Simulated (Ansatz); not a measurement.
Born–Oppenheimer molecular dynamics of C₂H₇B (10 atoms, charge 0, multiplicity 1). It starts from a relaxed structure.

Method: RKS PBE-D4/6-31G* (Ansatz 0.2.0).

```json
{
  "ensemble": "NVT, Langevin thermostat",
  "time step": "1 fs",
  "steps asked": "250",
  "set temperature": "700 K",
  "friction": "0.005 /fs",
  "seed": "109699"
}
```

First frame:

```xyz
10
Properties=species:S:1:pos:R:3
B 0.000 -0.079 -0.075
H -0.005 -0.262 1.126
C 1.388 0.068 -0.792
H 1.827 -0.953 -0.836
H 1.346 0.445 -1.829
H 2.117 0.662 -0.212
C -1.385 -0.013 -0.811
H -2.093 -0.786 -0.459
H -1.857 0.950 -0.519
H -1.338 -0.033 -1.914
```

Question: How far do the bonds stretch over the last three quarters of this one trajectory? (Pairs bonded in most of those frames.)

Answer: 
| bond | mean (Å) | spread (Å) | shortest | longest |
| --- | --- | --- | --- | --- |
| B1–H2 | 1.225 | 0.044 | 1.15 | 1.30 |
| B1–C3 | 1.582 | 0.047 | 1.48 | 1.73 |
| B1–C7 | 1.581 | 0.040 | 1.50 | 1.65 |
| C3–H4 | 1.116 | 0.043 | 1.05 | 1.19 |
| C3–H5 | 1.114 | 0.038 | 1.04 | 1.20 |
| C3–H6 | 1.115 | 0.052 | 1.02 | 1.21 |
| C7–H8 | 1.110 | 0.018 | 1.07 | 1.15 |
| C7–H9 | 1.120 | 0.048 | 1.04 | 1.24 |
| C7–H10 | 1.112 | 0.017 | 1.07 | 1.15 |

Mean temperature of the second half: 661 K. A run of 0.25 ps of so small a system gives no equilibrium averages.

The run took 5 min on 1 thread of Arm Neoverse V2, on a shared host, peak memory 0.11 GiB.
